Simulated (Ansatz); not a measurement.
Rutile SnO2 was calculated with LDA in Ansatz (PAW).

Run with plane-wave cutoff 520 eV, 8×8×10 k mesh (along the axes of the cell as run), Fermi–Dirac smearing 0.01 eV, scalar-relativistic PAW data made under PBE.

Response to compression and expansion:

Shape and atoms are relaxed at each volume.

```json
[
 {"V (Å³/atom)": "11.386", "P (GPa)": "9.21", "direct gap at Γ (eV)": "1.619", "c (Å)": "3.167", "a (Å)": "4.645"},
 {"V (Å³/atom)": "11.623", "P (GPa)": "4.32", "direct gap at Γ (eV)": "1.383", "c (Å)": "3.179", "a (Å)": "4.684"},
 {"V (Å³/atom)": "11.860", "P (GPa)": "-0.02", "direct gap at Γ (eV)": "1.161", "c (Å)": "3.190", "a (Å)": "4.723"},
 {"V (Å³/atom)": "12.097", "P (GPa)": "-3.83", "direct gap at Γ (eV)": "0.955", "c (Å)": "3.201", "a (Å)": "4.762"},
 {"V (Å³/atom)": "12.334", "P (GPa)": "-7.19", "direct gap at Γ (eV)": "0.764", "c (Å)": "3.211", "a (Å)": "4.801"}
]
```

A straight line through the gaps at Γ against ln V gives a volume deformation potential dE_g(Γ)/d ln V of -10.7 eV: the gap at Γ widens under compression.

Measured, for comparison: band gap 3.81 eV (zero-point renormalisation of 215 meV (computed, non-adiabatic AHC, without the lattice-expansion part) added back here to the 1.8 K gap of; inputs from Miglio et al. (2020), arXiv:2011.12765).

Note: the bulk modulus comes from volumes at which shape and atoms were relaxed.

Spin–orbit coupling is not included.

Ansatz is an electronic-structure program.
